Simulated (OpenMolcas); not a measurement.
# One shape, several levels: doublet [H2O3]+

Aim: a comparison of 6 runs (UHF/STO-3G, UB3LYP/6-31G*, U-r2SCAN/cc-pVTZ, UB3LYP/cc-pVTZ, UPBE0/cc-pVTZ, ROMP2/cc-pVTZ) of doublet [H2O3]+. 

Program for the calculation: OpenMolcas 26.06.

### 1 Starting point

The species is [H2O3]+ (5 atoms), meant as a doublet with charge +1. SMILES of the parent species: `OOO`. The shape is that of a PBE0-D4/def2-TZVP optimisation. This is one conformer, not always the lowest. That shape belongs to the parent species and isn't relaxed for this state.

Bond lengths: O1–O2 1.403 Å, O2–O3 1.403 Å, O1–H4 0.968 Å, O3–H5 0.968 Å. Angles: O1–O2–O3 108.0°, O2–O1–H4 102.8°, O2–O3–H5 102.8°.

### 2 A single-point energy at UHF/STO-3G (run 1)

test.inp

```
* H2O3 Hartree-Fock
>>> EXPORT MOLCAS_PRINT=2

&GATEWAY
  BasLib = $CurrDir
  Coord
  5
  angstrom
  O       -0.968320      -0.699970      -0.146130
  O       -0.133650      -0.043580       0.770240
  O        1.173090      -0.066850       0.261080
  H       -1.310410       0.028200      -0.685190
  H        1.239280       0.782200      -0.199990
  Basis = STO-3G
  Group = NoSym

&SEWARD

&SCF
  UHF
  Charge = 1
  Spin = 2
  Thresholds = 1e-10 1e-07 1e-07 1e-05
  PrOrbitals = 1 1
```

The basis set STO-3G is read from a file made from the Basis Set Exchange's data (not shown).

Launch:

```console
$ export MOLCAS_MEM=1860
$ pymolcas test.inp > test.log
```

Standard output:

```text
--- Start Module: gateway ---
[...]
--- Stop Module: gateway /rc=_RC_ALL_IS_WELL_ ---
--- Start Module: seward ---
[...]
      Basis functions           17
--- Stop Module: seward /rc=_RC_ALL_IS_WELL_ ---
--- Start Module: scf ---
[...]
       Convergence after  27 Iterations
[...]
::    Total SCF energy                               -222.2785215979
[...]
      Total spin, S                                     0.5185243947
[...]
      Total electronic charge=   25.000000
      Total            charge=    1.000000
[...]
      Dipole Moment (debye):
      Origin of the operator (angstrom)=    0.0213   -0.2429    0.2653
                   X= -5.7567E-01               Y=  3.2000E+00               Z= -1.9451E+00           Total=  3.7888E+00
      Center of Charge (angstrom)
[...]
--- Stop Module: scf /rc=_RC_ALL_IS_WELL_ ---
[...]
```

Wall time 2.1 s (1 thread of Arm Neoverse V1, shared host); peak memory 0.37 GiB.

### 3 A single-point energy at UB3LYP/6-31G(d) (spherical functions) (run 2)

job.input

```
&GATEWAY
 BasLib
 $CurrDir
 BasisSet
 O.6-31Gs....
 O1 -0.968320 -0.699970 -0.146130 angstrom
 O2 -0.133650 -0.043580 0.770240 angstrom
 O3 1.173090 -0.066850 0.261080 angstrom
 End of Basis
 BasisSet
 H.6-31Gs....
 H4 -1.310410 0.028200 -0.685190 angstrom
 H5 1.239280 0.782200 -0.199990 angstrom
 End of Basis

&SEWARD
 GridInput
 Grid=UltraFine
 End of Grid

&SCF
 UHF
 Charge
 1
 Spin
 2
 KSDFT
 B3LYP
 Thresholds
 1e-10 1e-07 1e-07 1e-05
 PrOrbitals
 1 2
```

The basis set 6-31G* is read from a file made from the Basis Set Exchange's data (not shown).

Launch:

```console
$ export MOLCAS_MEM=1860
$ pymolcas job.input > job.log
```

Standard output:

```text
--- Start Module: gateway ---
[...]
--- Stop Module: gateway /rc=_RC_ALL_IS_WELL_ ---
--- Start Module: seward ---
[...]
      Basis functions           46
--- Stop Module: seward /rc=_RC_ALL_IS_WELL_ ---
--- Start Module: scf ---
[...]
       Convergence after  24 Iterations
[...]
::    Total KS-DFT energy                            -226.2477165123
[...]
      Total spin, S                                     0.5016953285
[...]
      Total electronic charge=   25.000000
      Total            charge=    1.000000
[...]
      Dipole Moment (debye):
      Origin of the operator (angstrom)=    0.0213   -0.2429    0.2653
                   X= -5.3165E-01               Y=  3.1829E+00               Z= -2.1504E+00           Total=  3.8779E+00
      Center of Charge (angstrom)
[...]
--- Stop Module: scf /rc=_RC_ALL_IS_WELL_ ---
[...]
```

It took 22 s on 1 thread of Arm Neoverse V1, shared host; peak memory 0.38 GiB.

### 4 The energy at U-r2SCAN/cc-pVTZ (run 3)

calc.inp

```
&gateway
baslib=$CurrDir
coord
5
angstrom
O       -0.968320      -0.699970      -0.146130
O       -0.133650      -0.043580       0.770240
O        1.173090      -0.066850       0.261080
H       -1.310410       0.028200      -0.685190
H        1.239280       0.782200      -0.199990
basis=cc-pVTZ
group=NoSym
&seward
gridinput
Grid=UltraFine
End of Grid
&scf
uhf
charge=1
spin=2
ksdft=2
1.0 MGGA_X_R2SCAN
1.0 MGGA_C_R2SCAN
thresholds=1e-10 1e-07 1e-07 1e-05
prorbitals=1
```

The basis set cc-pVTZ is read from a file made from the Basis Set Exchange's data (not shown).

Launch:

```console
$ export MOLCAS_MEM=1860
$ pymolcas calc.inp > calc.log
```

Standard output:

```text
--- Start Module: gateway ---
[...]
--- Stop Module: gateway /rc=_RC_ALL_IS_WELL_ ---
--- Start Module: seward ---
[...]
      Basis functions          118
--- Stop Module: seward /rc=_RC_ALL_IS_WELL_ ---
[...]
--- Start Module: scf ---
[...]
       Convergence after  24 Iterations
[...]
::    Total KS-DFT energy                            -226.2592680777
[...]
      Total spin, S                                     0.5021798419
[...]
      Total electronic charge=   25.000000
      Total            charge=    1.000000
[...]
      Dipole Moment (debye):
      Origin of the operator (angstrom)=    0.0213   -0.2429    0.2653
                   X= -5.0050E-01               Y=  2.9678E+00               Z= -1.9798E+00           Total=  3.6025E+00
      Center of Charge (angstrom)
[...]
--- Stop Module: scf /rc=_RC_ALL_IS_WELL_ ---
[...]
```

It took 2.3 min on 1 thread of Arm Neoverse V1, shared host; peak memory 0.74 GiB.

Runs 4 to 5 aren't shown in full; the table further down has their settings and results.

### 5 The energy at ROMP2/cc-pVTZ (run 6)

struct.xyz

```xyz
5

O     -0.968320    -0.699970    -0.146130
O     -0.133650    -0.043580     0.770240
O      1.173090    -0.066850     0.261080
H     -1.310410     0.028200    -0.685190
H      1.239280     0.782200    -0.199990
```

mol.inp

```
* H2O3 ROMP2

&gateway
  baslib
  $CurrDir
  coord
  struct.xyz
  basis
  cc-pVTZ
  group
  NoSym

&seward

&scf
  uhf
  charge
  1
  spin
  2
  thresholds
  1e-10 1e-07 1e-07 1e-05
  prorbitals
  1 2

&rasscf
  fileorb
  $Project.UnaOrb
  spin
  2
  nactel
  1 0 0
  inactive
  12
  ras2
  1
  outorbitals
  Canonical
  orblisting
  Few

&caspt2
  ipea
  0.0
  frozen
  3
```

The basis set cc-pVTZ is read from a file made from the Basis Set Exchange's data (not shown).

Launch:

```console
$ export MOLCAS_MEM=1860
$ pymolcas mol.inp > mol.log
```

Standard output:

```text
--- Start Module: gateway ---
[...]
--- Stop Module: gateway /rc=_RC_ALL_IS_WELL_ ---
[...]
      Basis functions          118
[...]
       Convergence after  28 Iterations
[...]
::    Total SCF energy                               -225.2444637501
[...]
      Total spin, S                                     0.5262650567
[...]
--- Start Module: rasscf ---
[...]
      Number of active orbitals                  1
[...]
      Spin quantum number                      0.5
[...]
      Active orbitals                            1
[...]
      Number of CSFs                             1
[...]
      Number of root(s) required                 1
[...]
      Convergence after 11 iterations
[...]
      printout of CI-coefficients larger than  0.05 for root  1
      energy=    -225.235939
      conf/sym  1     Coeff  Weight
             1  u   1.00000 1.00000
      Natural orbitals and occupation numbers for root  1
      sym 1:   1.000000
      ************************************************************************************************************************
      *                                                    Final results                                                     *
[...]
::    RASSCF root number  1 Total energy:   -225.23593884
[...]
      Total electronic charge=   25.000000
      Total            charge=    1.000000
[...]
      Dipole Moment (debye):
      Origin of the operator (angstrom)=    0.0213   -0.2429    0.2653
                   X= -5.9499E-01               Y=  3.2380E+00               Z= -1.9028E+00           Total=  3.8025E+00
      Center of Charge (angstrom)
[...]
--- Stop Module: rasscf /rc=_RC_ALL_IS_WELL_ ---
[...]
--- Start Module: caspt2 ---
[...]
 ###    WARNING: User changed nr of frozen orbitals.                         ###
 ###############################################################################
[...]
      E2 (Variational):          -0.6951956799
      Total energy:            -225.9311345187
[...]
      Reference weight:           0.84935
[...]
::    CASPT2 Root  1     Total energy:   -225.93113452
[...]
--- Stop Module: caspt2 /rc=_RC_ALL_IS_WELL_ ---
[...]
```

Wall time 45 s (1 thread of Arm Neoverse V1, shared host); peak memory 0.74 GiB.

### 6 All runs side by side

| run | level | integration grid | frozen core orbitals | energy (Eh) | HOMO energy (eV) | LUMO energy (eV) | ⟨S²⟩ | wall time |
| --- | --- | --- | --- | --- | --- | --- | --- | --- |
| 1 | UHF/STO-3G | – | – | -222.278522 | -21.38 | -5.05 | 0.787 | 2.1 s |
| 2 | UB3LYP/6-31G* (spherical functions) | UltraFine | – | -226.247717 | -17.55 | -14.87 | 0.753 | 22 s |
| 3 | U-r2SCAN/cc-pVTZ | UltraFine | – | -226.259268 | -16.39 | -15.45 | 0.754 | 2.3 min |
| 4 | UB3LYP/cc-pVTZ | UltraFine | – | -226.356732 | -17.66 | -14.84 | 0.754 | 95 s |
| 5 | UPBE0/cc-pVTZ | UltraFine | – | -226.120066 | -17.93 | -14.41 | 0.754 | 89 s |
| 6 | ROMP2/cc-pVTZ | – | 3 | -225.931135 | – | – | – | 45 s |

### 7 Outcome

| quantity | value |
| --- | --- |
| run 6: total energy | -225.93113 Eh |

In words: Totals of different functionals can't be ranked against each other. In run 1 the basis is minimal, so the values are rough. All runs together took 6.5 min, the longest 2.3 min.
